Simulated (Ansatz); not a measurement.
The input, for Ansatz 0.2.0:

```yaml
crystal:
  periodic: [false, false, false]
  atoms:
    - {symbol: Al, position_ang: [-0.062019, 0.003873, -0.132589]}
    - {symbol: H, position_ang: [0.446570, 0.005528, 1.985951]}
    - {symbol: H, position_ang: [-0.319218, -0.005180, 1.956568]}
    - {symbol: H, position_ang: [0.731149, 1.387036, -0.188618]}
    - {symbol: H, position_ang: [0.801697, -1.491048, -0.204636]}
basis:
  gaussian: {orbitals: 6-31G}
magnetization: {spin_polarized: false, initial_magnetization: 1}
correlation: {method: ccsdtq, electrons: outside_noble_gas}
```

```sh
$ ansatz run in.yaml --threads 1 --pin off --events-out ev --progress --plain --max-ram 2393MiB
```

(1) Roughly how long does this take on 1 thread of Arm Neoverse V2, shared host, and how much host memory?

```
465 factors; integrals over basis functions are off by at most 8.5e-8 eV
mean field evaluation 1: about -6641.7229 eV, gradient 8.6e0 eV
mean field evaluation 2: about -6641.7248 eV, gradient 8.6e0 eV
mean field evaluation 4: about -6642.4010 eV, gradient 2.9e-1 eV
mean field evaluation 8: about -6642.4025 eV, gradient 1.7e-3 eV
mean field evaluation 16: about -6642.4007 eV, gradient 3.1e-1 eV
mean field evaluation 32: about -6639.1192 eV, gradient 9.9e-1 eV
mean field -6642.40250281 eV, -244.1037895962 hartree, gradient 2.1e-6 eV, S^2 0.750000; 1 other end points of the search recorded, 0 dependent functions left out
determinant -6642.40250281 eV, -244.1037895962 hartree, with singles and doubles -6644.37394535 eV, -244.1762387734 hartree
determinant -6639.11665937 eV, -243.9830370768 hartree, with singles and doubles -6641.40198432 eV, -244.0670212199 hartree
5 core orbitals not correlated: weight in the atoms' cores, before any rotation towards them, 1.000 or more for the frozen orbitals, at most 0.000 for the correlated occupied ones
reference -6642.40250281 eV, -244.1037895962 hartree; 4, 3 occupied and 12, 13 virtual orbitals, 465 factors
second order -1.35714726 eV of doubles, -0.00714410 eV of singles
cycle   1  -1.75481690 eV  change   -3.9e-1 eV  update   5.6e-2
cycle   2  -1.98880923 eV  change   -2.3e-1 eV  update   2.6e-2
cycle   3  -1.99878507 eV  change   -1.0e-2 eV  update   6.9e-3
cycle   4  -2.00118306 eV  change   -2.4e-3 eV  update   2.2e-3
cycle   5  -2.00103206 eV  change    1.5e-4 eV  update   8.4e-4
cycle   6  -2.00098047 eV  change    5.2e-5 eV  update   3.1e-4
cycle   7  -2.00111846 eV  change   -1.4e-4 eV  update   9.9e-5
cycle   8  -2.00112259 eV  change   -4.1e-6 eV  update   4.3e-5
cycle   9  -2.00109030 eV  change    3.2e-5 eV  update   1.9e-5
cycle  10  -2.00110079 eV  change   -1.0e-5 eV  update   7.5e-6
cycle  11  -2.00110072 eV  change    7.2e-8 eV  update   3.2e-6
cycle  12  -2.00110195 eV  change   -1.2e-6 eV  update   1.5e-6
cycle  13  -2.00110061 eV  change    1.3e-6 eV  update   6.4e-7
cycle  14  -2.00110035 eV  change    2.5e-7 eV  update   2.7e-7
Total energy: -6644.40360317 eV, -244.1773286778 hartree
```

For the same geometry and basis full CI lies 0.0 meV lower.

Results:

(1) 6.5 s wall and 0.11 GiB.
